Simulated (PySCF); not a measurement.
# Si₂⁺: frontier orbitals

PBE0 at R = 2.278 Å; PySCF, no relativity, basis sets Si def2-TZVP. State: ⁴Σg⁻ (quartet), unpaired electrons σ ↑, π ↑↑. Only the outer orbitals are listed.

| spin | orbital | occ. | ε (eV) | main shells (%) |
| --- | --- | --- | --- | --- |
| α | σg | 1 | -22.07 | 86 s, 12 p |
| α | σu | 1 | -17.52 | 90 s, 9 p |
| α | σg | 1 | -13.34 | 85 p, 14 s |
| α | πu | 1 | -12.97 | 94 p |
| α | πu | 1 | -12.97 | 94 p |
| α | πg | 0 | -8.53 | 97 p |
| α | πg | 0 | -8.53 | 97 p |
| α | σu | 0 | -5.12 | 88 p, 16 d |
| β | σg | 1 | -19.77 | 89 s, 9 p |
| β | σu | 1 | -15.58 | 93 s |
| β | σg | 0 | -9.88 | 87 p, 12 s |
| β | πu | 0 | -9.54 | 96 p |
| β | πu | 0 | -9.54 | 96 p |

**Question.** Which are the highest filled and the lowest empty level, where do they sit, and how wide is the gap?

**Answer.** Highest filled α πu at -12.97 eV (in %: 94 p); lowest empty β σg at -9.88 eV (in %: 87 p, 12 s); the gap at PBE0 is 3.09 eV.

The bond order (Mayer) is 1.79, the ⟨S²⟩ is 3.751 and the polarisability along the bond is 84.5 bohr³. The polarisability across the bond is 35.9 bohr³.

The state is the lowest determinant that a PBE0 search found; another state may lie lower at other levels.
